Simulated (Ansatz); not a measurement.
C3H5ClF2, SMILES `CC(F)(F)CCl`, relaxed with RKS PBE-D4/def2-SVP in Ansatz 0.2.0 from a rough embedded geometry. The force threshold is 0.03 eV/Å; the program also tests the step.

The species carries charge 0 and has multiplicity 1.

Start:

```xyz
11

C    -1.006   -0.250    0.753
C     0.222    0.431    0.337
F    -0.039    1.752    0.158
F     1.148    0.328    1.343
C     0.912   -0.174   -0.886
Cl   -0.117   -0.149   -2.368
H    -1.411    0.176    1.661
H    -0.895   -1.333    0.864
H    -1.849   -0.060   -0.032
H     1.227   -1.166   -0.708
H     1.807    0.445   -1.123
```

Question: By how much does the energy fall, and how many steps does the optimiser take? (Best estimate.)

Answer: Ansatz gave: 4.65 kcal/mol, in 4 steps.

Question: Which bonds change most? (Estimate.)

Answer: Computed: C1–H9 from 1.168 to 1.106 Å; C5–H10 from 1.057 to 1.106 Å; C1–C2 from 1.465 to 1.513 Å; C1–H7 from 1.082 to 1.106 Å.

Question: Give the relaxed structure. (An estimate is asked.)

Answer: The calculation gave: 
```xyz
11

C    -1.066   -0.255    0.745
C     0.225    0.417    0.330
F     0.006    1.760    0.151
F     1.156    0.301    1.347
C     0.918   -0.143   -0.915
Cl   -0.128   -0.106   -2.369
H    -1.439    0.232    1.666
H    -0.892   -1.329    0.946
H    -1.819   -0.155   -0.058
H     1.221   -1.191   -0.730
H     1.818    0.470   -1.114
```
